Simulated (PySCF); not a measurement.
Species: C₃H₄ClF.
SMILES: `C/C(Cl)=C\F`

The closed-shell SCF was solved with PySCF and density fitting under several settings on one GFN2-xTB geometry (grid level 2 and gas phase unless stated).

```tsv
settings	basis functions	SCF cycles	E (Eh)	HOMO (eV)	LUMO (eV)	dipole (D)
PBE0/pcSseg-1	112	14	-676.3114	-7.21	0.14	0.48
PBE0/def2-SVPD	142	14	-676.0677	-7.27	-0.05	0.54
BHandHLYP/pcSseg-1	112	13	-676.5821	-8.32	1.25	0.45
OLYP/6-311+G(2d,p)	167	15	-676.7725	-5.83	-0.86	0.55
OPBE/pcSseg-1	112	15	-676.5771	-5.91	-0.73	0.52
BP86/3-21G	57	14	-673.3689	-5.73	-0.49	0.75
PBE0/def2-SVP, IEF-PCM water, level shift 0.3 Eh	94	12	-676.0491	-7.00	0.44	0.53
```

Task: Estimate the row for these settings: wB97X/6-311+G(2d,p).

Result: 
```tsv
settings	basis functions	SCF cycles	E (Eh)	HOMO (eV)	LUMO (eV)	dipole (D)
wB97X/6-311+G(2d,p)	167	13	-676.7654	-9.55	1.93	0.51
```

Task: Over all rows, what range does the HOMO–LUMO gap span?

Result: From 4.97 eV (OLYP/6-311+G(2d,p)) to 11.48 eV (wB97X/6-311+G(2d,p)). The functional of the narrowest has no exact exchange, that of the widest range-separated exact exchange.

Task: And the dipole moment?

Result: From 0.45 D (BHandHLYP/pcSseg-1) to 0.75 D (BP86/3-21G); the largest is 1.67 times the smallest, and the median is 0.53 D.

Task: Compare two rows with the functional PBE0: PBE0/pcSseg-1 and PBE0/def2-SVPD. Which energy is lower, and by how much?

Result: PBE0/pcSseg-1 (112 functions) lies 0.2437 Eh or 153 kcal/mol below PBE0/def2-SVPD (142 functions). The smaller set gives the lower energy; the two sets aren't nested, so the variational bound doesn't order them by size.

Cycle counts include a coarse-grid stage where the run had one. All basis functions are spherical, in the Pople sets too. The species at its GFN2-xTB geometry.
